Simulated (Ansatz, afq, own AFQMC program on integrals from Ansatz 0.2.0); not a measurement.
## Where AFQMC and coupled cluster stand for AlNH, doublet

```yaml
atoms:
  - { symbol: Al, position_ang: [0.0000, 0.0438, 0.7743] }
  - { symbol: N, position_ang: [0.0000, -0.1266, -1.3429] }
  - { symbol: H, position_ang: [0.0000, 0.5876, -2.0660] }
```

Connectivity, by distances: Al–NH.

Basis cc-pVDZ. Only valence electrons are correlated. AFQMC by an in-house program on the Cholesky factors that Ansatz 0.2.0 writes for its CCSD(T) run. The CISD trial takes its coefficients from CCSD amplitudes. Released means that phaseless walkers are propagated on without the constraint, phases kept. ± is one standard error of the sampling.

Determinant: UHF, the one that the program's search chose, which needn't be the lowest solution. The geometry is a point of a scan.

No full CI on the walks' own integrals is used here; CCSDT(Q) serves as the reference and is uncertain by about the last step of the cluster series.

```
T1 diagnostic                               : 0.0279
weight of the determinant in the CISD state : 0.872
⟨S²⟩ of the determinant                     : 0.783
size of the correlated space                : 9 electrons in 31 orbitals
```

```tsv
level	correlation energy (eV)
MP2	-4.9115
CCSD	-5.7127
CCSD(T)	-5.8748
```

(1) Estimate where phaseless AFQMC with the Hartree–Fock trial lies against CCSD(T) on the same integrals.

(1) 26.8 ± 7.6 kJ/mol below CCSD(T).

Reference: CCSDT(Q), correlation energy -5.924 eV. The released energy is read at 2.40 1/Eh (meV from the phaseless value at times in 1/Eh: -7 ± 18 at 0.24, 9 ± 15 at 0.51, -11 ± 15 at 0.99, 1 ± 20 at 1.62, 1 ± 27 at 2.40).

```csv
level,E − E(reference) (kJ/mol),share of correlation (%)
CCSD(T),4.8,99.17
CCSDT,1.8,99.69
ph-AFQMC/HF,-22.1 ± 7.6,103.86
ph-AFQMC/CISD,1.1 ± 1.6,99.81
released AFQMC,1.2 ± 2.6,99.79
```

A walk keeps the symmetry of its determinant, which the program's search chose and which needn't be the lowest solution, so a lower state of the same spin and another symmetry isn't excluded. Released energies are given only where the last usable release times agree within the noise; a slower fall can still hide under it.
